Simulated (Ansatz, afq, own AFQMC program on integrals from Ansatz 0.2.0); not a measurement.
CHN, quintet: AFQMC among the cluster methods

```xyz
3

N     0.0000    0.0792    0.6323
C     0.0000   -0.1496   -0.6235
H     0.0000    0.6827   -1.3569
```

Connectivity, by distances: N–CH.

Basis cc-pVDZ. Only valence electrons are correlated. Integrals, coupled cluster, full CI and functionals: Ansatz 0.2.0; the random walks run on the same integrals in our own AFQMC program. The CISD trial takes its coefficients from CCSD amplitudes. Released means that phaseless walkers are propagated on without the constraint, phases kept. ± is one standard error of the sampling.

Determinant: ROHF, the one that the program's search chose, which needn't be the lowest solution. The geometry is a PBE0/def2-TZVP stationary point of this or a neighbouring charge and spin state.

No full CI on the walks' own integrals is used here; CCSDT(Q) serves as the reference and is uncertain by about the last step of the cluster series.

Cautions: another spin lies lower (by 8.16 eV); the released energies have errors that jump between times, so the bars are unsure, so no released level is given (meV from the phaseless value at times in 1/Eh: -2.1 ± 1.5 at 0.24, -4.3 ± 1.3 at 0.51, -2.5 ± 1.7 at 0.99, -11 ± 7 at 1.62, -6.6 ± 1.6 at 2.40), though the last usable value meets CCSDT(Q) within the noise.

The T1 diagnostic is 0.0212 and the weight of the determinant in the CISD state is 0.922. The size of the correlated space is 10 electrons in 31 orbitals.

| level | correlation energy (eV) |
| --- | --- |
| MP2 | -4.7639 |
| CCSD | -5.5984 |
| CCSD(T) | -5.6950 |

Problem. Estimate where phaseless AFQMC with a CISD trial lies against CCSD(T) on the same integrals.

Solution. 0.43 ± 0.04 kcal/mol below CCSD(T).

Reference: CCSDT(Q), correlation energy -5.717 eV.

```json
{"level": "CCSD(T)", "E − E(reference) (kcal/mol)": "0.52", "share of correlation (%)": "99.61"}
{"level": "CCSDT", "E − E(reference) (kcal/mol)": "0.11", "share of correlation (%)": "99.92"}
{"level": "ph-AFQMC/CISD", "E − E(reference) (kcal/mol)": "0.08 ± 0.04", "share of correlation (%)": "99.94"}
```

A walk keeps the symmetry of its determinant, which the program's search chose and which needn't be the lowest solution, so a lower state of the same spin and another symmetry isn't excluded.
